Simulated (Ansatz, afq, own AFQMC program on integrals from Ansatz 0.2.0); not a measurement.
Integrals from Ansatz 0.2.0, then the random walk in our own AFQMC program (afq).

```yaml
crystal:
  periodic: [false, false, false]
  atoms:
    - {symbol: O, position_ang: [0.000000, 0.000000, 0.000000]}
basis:
  gaussian: {orbitals: aug-cc-pVTZ}
total_charge: 1
magnetization: {spin_polarized: true, initial_magnetization: 3}
correlation: {method: ccsd_t, electrons: outside_noble_gas, hamiltonian_folder: ham}
```

```sh
$ ansatz run in.yaml --threads 1 --pin off --events-out ev --progress --plain --max-ram 15360MiB --backend cuda --devices 0, --max-vram 18GiB
```

afq runs on the folder ham with

```
--method phaseless --trial hf --walkers 4000 --populations 20 --least-time 40 --time-step 0.005 --steps-per-block 20 --equilibration-blocks 112 --max-blocks 4000 --target-error 0.0007 --factor-cut 1e-05 --start spin_pure --seed 8515 --taylor-order 6
```

Times are imaginary, in 1/Eh. The walk had a cap of 54 s. With eight or more populations the least sampling time is a fifth of least-time, and the error comes from their spread.

afq prints:

```
orbitals 45  electrons 4 1  factors 279 of 279
reference energy -74.37075009 Eh
CCSD correlation -0.11338035 Eh in 7 cycles, weight of the determinant in the CISD state 0.9749
energy of the start -74.370869 Eh
 block  time / (1/Eh)  mean weight  energy / Eh
     1     0.100  1.0013  -74.420049
     2     0.200  1.0010  -74.444245
     3     0.300  1.0010  -74.458466
     4     0.400  1.0008  -74.465877
     5     0.500  1.0007  -74.471989
     8     0.800  1.0004  -74.480891
    13     1.300  1.0003  -74.483360
    25     2.500  0.9996  -74.482520
    37     3.700  0.9999  -74.485965
    49     4.900  0.9999  -74.484570
    61     6.100  1.0006  -74.486076
    73     7.300  1.0003  -74.485942
    85     8.500  0.9997  -74.486189
    97     9.700  1.0003  -74.482195
   109    10.900  1.0000  -74.483884
   121    12.100  0.9999  -74.484768
   133    13.300  1.0000  -74.486693
   145    14.500  1.0002  -74.483251
   153    15.300  1.0000  -74.488451
   157    15.700  0.9997  -74.482099
   169    16.900  0.9997  -74.483953
   181    18.100  1.0000  -74.483321
   189    18.900  1.0001  -74.487081
error from the spread of 20 populations
energy -74.484564 +/- 0.000282 Eh
(rows thinned)
```

The run passed its tests (sampling time, drift between the halves within three errors, error under three times the target), which doesn't prove that it has relaxed.

Against this walk (error 7.7 meV) on the same determinant: CCSD(T) 33.7 meV lower, CCSDT(Q) 40.1 meV lower, full CI 40.1 meV lower, a separate phaseless walk with a CISD trial and standard settings 39.3 ± 7.7 meV lower. The error is statistical and leaves out the bias of the constraint. Full CI is exact here, so the walk's 40 meV above it is the walk's own error: the bias of the constraint with this trial.

Cautions: constraint bias not in the error.

The walk took 18 s on 1 × NVIDIA H100 80GB HBM3 with 2 threads of AMD EPYC 7R13 Processor (Zen 3), with other jobs on the host (the card was shared). The log's last line is the phaseless energy.

CCSDT and higher add their correlation energy to the determinant of the CCSD(T) run, since their own runs factorise the integrals more tightly (a shift of under 2 meV). A walk keeps the symmetry of its determinant, which the program's search chose and which needn't be the lowest solution, so a lower state of the same spin and another symmetry isn't excluded.
